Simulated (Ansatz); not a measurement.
A made-up structure of C₂H₄Al, doublet:

```xyz
7
angstrom
C -0.5955 0.0403 -0.4320
C 0.6111 0.3567 0.2056
Al -0.0654 -1.6651 0.9497
H 0.4253 -3.0124 1.4541
H -1.5393 0.4385 -0.0747
H 0.6326 1.0079 1.0731
H 1.5642 0.1956 -0.2870
```

It is relaxed with PBE-D4/def2-SVP and then PBE0-D4/def2-TZVP (Ansatz 0.2.0). Atoms count as bonded within 1.22 times the sum of their covalent radii (H–H: 0.88 Å). The end point is not checked to be a true minimum.

Q: Does its bonding change? (A judgement: the text doesn't fix the answer.)

A: Computed: Yes. Formed: none; broken: C2–Al3.

Where it ends: The first stage lowers the energy by 2.38 eV in 13 steps. It ends as C₂H₄Al ([CH2][CH][AlH]):
C1  (-0.567, -0.149, 0.251)
C2  (0.626, 0.446, 0.345)
Al3  (-0.659, -2.072, 0.583)
H4  (0.757, -2.741, 0.943)
H5  (-1.421, 0.475, -0.006)
H6  (0.770, 1.513, 0.176)
H7  (1.526, -0.111, 0.597)
(Å)

Labels in which every atom is bracketed show which atoms are joined, not bond orders.

For scale, one of the runs: PBE0-D4/def2-TZVP relaxation, 123 basis functions, launched by `ansatz run in.yaml --threads 2 --pin off --events-out ev --progress --plain --max-ram 4352MiB`. Hardware: 2 CPU threads of an AMD EPYC 9R45, shared host. Wall time about 7 s.
